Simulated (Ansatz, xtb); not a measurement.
**CH3FS2: which of two isomers lies lower**

Structure I is `CSSF`, a singlet and structure II is `FCSS`, a singlet. Both are isolated molecules in the gas phase, relaxed with B3LYP/6-31G*; the shapes shown needn't be the lowest conformers.

I (Å):

```xyz
7

C     1.7443   -1.9017    0.7442
F     2.6126   -1.4800   -2.8414
S     0.6703   -1.3546   -0.6480
S     1.8993   -0.3244   -1.8738
H     2.4924   -2.6105    0.3850
H     1.0847   -2.3986    1.4625
H     2.2255   -1.0441    1.2184
```

II (Å):

```tsv
atom	x (Å)	y (Å)	z (Å)
C	2.5298	-1.4090	0.2756
F	1.6379	-1.0215	-0.6939
S	2.1833	-3.0838	0.9140
S	0.4193	-2.7987	2.0062
H	3.5371	-1.4726	-0.1557
H	2.5078	-0.6799	1.0904
H	0.9665	-2.5971	3.2301
```

Estimate E(II) − E(I) at the level CCSD(T)/def2-TZVP.

Calculated at CCSD(T)/def2-TZVP: E(II) − E(I) = −5.2 kcal/mol, so structure II lies lower.

The same difference at several levels:

```tsv
level	geometry	E(II) − E(I) (kcal/mol)	departure from the last row (kcal/mol)	job, with rough time for the two
GFN2-xTB	GFN2-xTB	+3.4	+8.6	optimisation, 0.12 s
HF/STO-3G	GFN2-xTB	−12.7	−7.6	single point, 0.32 s
r2SCAN-D4/def2-SVP	GFN2-xTB	−8.4	−3.2	single point, 4.3 s
B3LYP/6-31G*	B3LYP/6-31G*	−4.8	+0.4	optimisation, 42 s
HF/def2-TZVP	B3LYP/6-31G*	−9.9	−4.8	part of the CCSD(T) run
MP2/def2-TZVP	B3LYP/6-31G*	−4.8	+0.3	part of the CCSD(T) run
CCSD(T)/def2-TZVP	B3LYP/6-31G*	−5.2		single point, 1.7 min
```

As drawn, II has 1 C–F, 1 S–H in place of 1 F–S, 1 C–H.

GFN2-xTB puts the two in the other order. The largest departure from CCSD(T)/def2-TZVP is that of GFN2-xTB, 8.6 kcal/mol.

With harmonic frequencies from B3LYP/6-31G* (ideal gas, rigid rotor, one conformer each, 298.15 K, 1 atm): the zero-point term adds −0.6 kcal/mol; ΔH is −5.9 and ΔG −5.6 kcal/mol.

The correlated steps freeze 12 core orbitals. Programs: Ansatz 0.2.0, xtb 6.7.1; the last row on 1 thread of Arm Neoverse V1 on a shared host.
